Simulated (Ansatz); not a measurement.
# AlClH4O: the cost of one run

Method: RKS LDA/def2-mTZVP, in Ansatz 0.2.0.

1 further run of the same task is left out (it didn't finish).

### 1 Starting point

Bond lengths: Al1–O2 2.130 Å, O2–H3 1.010 Å, Al1–H4 1.560 Å, Al1–Cl5 2.230 Å. Angles: Al1–O2–H3 109.5°, O2–Al1–H4 120.0°, O2–Al1–Cl5 120.0°, H4–Al1–Cl5 120.0°.

Coordinates:

```xyz
7

Al    0.0000    0.0000    0.0000
O     0.0000    0.0000    2.1300
H    -0.9095   -0.2814    2.4671
H     1.3510    0.0000   -0.7800
Cl   -1.9312    0.0000   -1.1150
H     0.0834    1.7631    0.5865
H     0.0646    1.3656    1.5323
```

### 2 A restrained relaxation towards end A

Springs on the bonds that form and break draw the guess towards this end; the thresholds are loose.

Input file input.yaml:

```yaml
crystal:
  periodic: [false, false, false]
  atoms:
    - { symbol: Al, position_ang: [0.0, 0.0, 0.0] }
    - { symbol: O, position_ang: [0.0, 0.0, 2.13] }
    - { symbol: H, position_ang: [-0.9095, -0.2814, 2.4671] }
    - { symbol: H, position_ang: [1.351, 0.0, -0.78] }
    - { symbol: Cl, position_ang: [-1.9312, 0.0, -1.115] }
    - { symbol: H, position_ang: [0.0834, 1.7631, 0.5865] }
    - { symbol: H, position_ang: [0.0646, 1.3656, 1.5323] }
basis:
  gaussian: { orbitals: def2-mTZVP }
hamiltonian:
  xc: lda
relax:
  f_tol: 0.15
  max_steps: 25
  restrain:
    - { distance: [0, 5], at: 2.76, k: 30.0 }
    - { distance: [6, 1], at: 2.21, k: 30.0 }
    - { distance: [0, 1], at: 1.78, k: 30.0 }
    - { distance: [6, 5], at: 0.66, k: 30.0 }
```

Started as:

```bash
$ ansatz run input.yaml --threads 2 --pin off --max-ram 3072MiB --backend cpu --events-out ev --progress --plain --runs-dir out
```

What time and memory should one allow on 2 threads of Arm Neoverse V1, shared host?

About 7.5 s, with a peak of 0.13 GiB.
